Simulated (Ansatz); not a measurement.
Input for Ansatz (development build ahead of 0.2.0):

```yaml
crystal:
  periodic: [false, false, false]
  atoms:
    - { symbol: Si, position_ang: [0.0, 0.0, 0.0] }
    - { symbol: Si, position_ang: [0.0, 0.0, 2.246] }
basis:
  gaussian: { orbitals: def2-SVP }
magnetization:
  spin_polarized: true
  initial_magnetization: 2
hamiltonian:
  xc: hf
correlation:
  method: mp2
  frozen_orbitals: { Si: 5 }
scf:
  omitted_lower_state_checks: [starts, atomic_configurations, cluster_reference, orbital_swaps, given_window_search, neighbouring_geometries, increment]
```

The input is written out in the form of the current development build from the run's settings.

Output:

```yaml
Converged: yes
Reference_energy: -577.56745 hartree
Correlation_energy: -0.12545 hartree
Total_energy: -577.69290 hartree
Spin_squared_of_the_determinant: 2.015
Stability_test: minimum
Occupied_orbitals_by_symmetry_in_an_Abelian_subgroup_alpha;_beta: 5 Ag 4 B1u 1 B2g 2 B2u 1 B3g 2 B3u; 5 Ag 4 B1u 1 B2g 1 B2u 1 B3g 1 B3u
```

Messages of the program:
```
mean field -15716.41092964 eV, -577.5674486984 hartree, gradient 1.4e-6 eV, S^2 2.015340; 3 other ends of a descent, 0 dependent functions left out
```

Caution: a plain start can end on a higher determinant.
